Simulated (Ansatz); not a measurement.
# Structure relaxation of RbOs

Theory: DFT PBE, scalar-relativistic, plane waves, PAW in Ansatz. Cutoff 420 eV, Γ-centred k mesh, Gaussian smearing, no spin polarisation in the final step.

This is the end of a relaxation of cell and atoms.

```xyz
4
Lattice="0.0000 3.5797 3.5797 3.5797 0.0000 3.5797 3.5797 3.5797 0.0000" Properties=species:S:1:pos:R:3 pbc="T T T"
Rb    3.5797    3.5797    3.5797
Rb    5.3696    5.3696    5.3696
Os    0.0000    0.0000    0.0000
Os    1.7899    1.7899    1.7899
```

Energies over the elements count from the elements' standard structures at the same level, with no empirical corrections.

What space group does it have?

Fd-3m (No. 227). Conventional cell: a = 7.159 Å. Around Rb lie 4 Rb at 3.10 Å, 4 Os at 3.10 Å and 6 Os at 3.58 Å; Os has 4 Os at 3.10 Å, 4 Rb at 3.10 Å and 6 Rb at 3.58 Å.

How far does it lie from the elements in energy?

2.22 eV/atom.

Is it a metal?

Yes, bands cross the Fermi level on the 12×12×12 mesh.

The final run used a 12×12×12 mesh on its 4-atom cell and 0.10 eV smearing. For metals, differences of a few meV/atom aren't resolved. Spin–orbit coupling is left out. The cell came from a trial start, so RbOs may not exist in this structure.

Cost: 3 runs of about 0.65 core-minutes in all, on Arm Neoverse V1 (shared hosts).